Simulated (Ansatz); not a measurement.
Anatase TiO2 (metastable phase), treated with PBE (Ansatz, an electronic-structure program, plane waves, PAW).

Run with plane-wave cutoff 520 eV, 10×10×10 k mesh, Fermi–Dirac smearing 0.01 eV, no spin polarisation, scalar-relativistic PAW data made under PBE.

Starting structure:

```
TiO2
1.0
   -1.89250     1.89250     4.75500
    1.89250    -1.89250     4.75500
    1.89250     1.89250    -4.75500
Ti O
2 4
Cartesian
  0.00000   1.89250   2.37750
  0.00000   0.00000   0.00000
  0.00000   1.89250   0.39942
  0.00000   0.00000   7.53192
  0.00000   0.00000   1.97808
  0.00000   1.89250   4.35558
```

Question: Into what structure does the relaxation of cell and atoms lead at this level, with the symmetry of the start kept?

Answer: The volume rises by 2.8 %; final space group I4_1/amd.
```
TiO2
1.0
   -1.89950     1.89950     4.85031
    1.89950    -1.89950     4.85031
    1.89950     1.89950    -4.85031
Ti O
2 4
Direct
  0.75000   0.25000   0.50000
  0.00000   0.00000   0.00000
  0.54354   0.04354   0.50000
  0.79354   0.79354   0.00000
  0.20646   0.20646   0.00000
  0.95646   0.45646   0.50000
```
